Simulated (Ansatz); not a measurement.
Ansatz (a program for electronic structure) input:
A basis named .json is the Basis Set Exchange file of that set.

Ansatz 0.2 input:
```yaml
crystal:
  periodic: [false, false, false]
  atoms:
    - {symbol: O, position_ang: [0.02204159, 1.10436371, -0.00118827]}
    - {symbol: H, position_ang: [-0.92327012, 1.31460394, 0.01604549]}
    - {symbol: Cl, position_ang: [0.04393750, -0.59703021, -0.00038467]}
basis:
  gaussian:
    orbitals: aug-cc-pV_D+d_Z.json
total_charge: 1
magnetization: {spin_polarized: true, initial_magnetization: 1}
correlation: {method: ccsd_t, electrons: outside_noble_gas}
```

**Question.** Which total energy does the run end on?

**Answer.** -534.87524 Eh (CCSD(T)/aug-cc-pV(D+d)Z). The basis has 64 functions.

This state (charge 1, doublet) is run at the relaxed geometry of the species with charge 0 and multiplicity 1.

The program attaches cautions to this result: other roots.
